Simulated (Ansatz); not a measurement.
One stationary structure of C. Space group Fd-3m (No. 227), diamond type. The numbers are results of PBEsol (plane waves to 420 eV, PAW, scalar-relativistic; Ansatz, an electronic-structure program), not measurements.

```cif
data_C2
_chemical_formula_sum 'C2'
_space_group_name_H-M_alt 'P 1'
_space_group_IT_number 1
_cell_length_a 2.51281
_cell_length_b 2.51281
_cell_length_c 2.51281
_cell_angle_alpha 60.000
_cell_angle_beta 60.000
_cell_angle_gamma 60.000
loop_
_space_group_symop_operation_xyz
  'x, y, z'
loop_
_atom_site_label
_atom_site_type_symbol
_atom_site_fract_x
_atom_site_fract_y
_atom_site_fract_z
_atom_site_occupancy
C1 C 0.50000 0.50000 0.50000 1
C2 C 0.75000 0.75000 0.75000 1
```

```json
{
 "volume_per_atom": "5.61 Å³",
 "density": "3.56 g/cm³",
 "band_gap": "4.04 eV, indirect (valence top at Γ, conduction bottom at 75 % of the way from Γ to X) (no spin-orbit coupling)",
 "smallest_direct_gap": "5.57 eV at Γ",
 "shortest_distances": "C–C 1.54 Å",
 "k-mesh": "16×16×16"
}
```

No spin polarisation in the result.

Measured for C: a 3.553 Å (static lattice; corrected from measurement; as listed in Daniel Mejia-Rodriguez, S. B. Trickey, Phys. Rev. B (2018)); gap 5.85 eV (static lattice; corrected from measurement; as listed in Wei Chen et al., Physical Review Materials (2018)). Computed minus measured — a: PBEsol 0.0 %; gap: PBEsol -1.81 eV. The computed values are for a static lattice, and a measured gap can be an optical one, lowered by exciton binding.

The run could not lose the symmetry of its start; a randomly shaken copy of 4 atoms returns to this structure.

All atoms sit on sites fixed by symmetry, so only the cell could relax.
